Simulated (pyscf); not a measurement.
PySCF, gas phase, ωB97X-D3(BJ)/def2-SVP geometries.

### Question
Estimate by transition-state theory the rate constant of HCl (SMILES Cl) + HO–Si•(Cl)–Cl (SMILES O[Si](Cl)Cl) -> Cl–Si•(Cl)–Cl (SMILES Cl[Si](Cl)Cl) + H₂O (SMILES O) (doublet surface; Cl–H, O–Si broken, Cl–Si, H–O formed) at 298 K, with ωB97M-D3(BJ)/def2-TZVP energies (ideal gas, 1 atm, RRHO with modes under 100 cm⁻¹ raised to 100, one conformer, R ln 2 for chiral ones without a mode under 150 cm⁻¹; no tunnelling).

### Answer
The electronic barrier is 11.8 kcal/mol and the thermal terms add +10.2, so ΔG‡ = 22.0 kcal/mol. With k_BT/h = 6.21e+12 s⁻¹ and RT = 0.592 kcal/mol, and a volume of 4.06e-20 cm³ per molecule at 1 atm, k = 2.0e-23 cm³ molecule⁻¹ s⁻¹. Wigner's tunnelling factor for 828i cm⁻¹ would be 1.67, likely too low at so high a frequency. A shift of 1 kcal/mol in the barrier changes k by a factor 5.4. One saddle was located; it need not be the lowest between these sides.
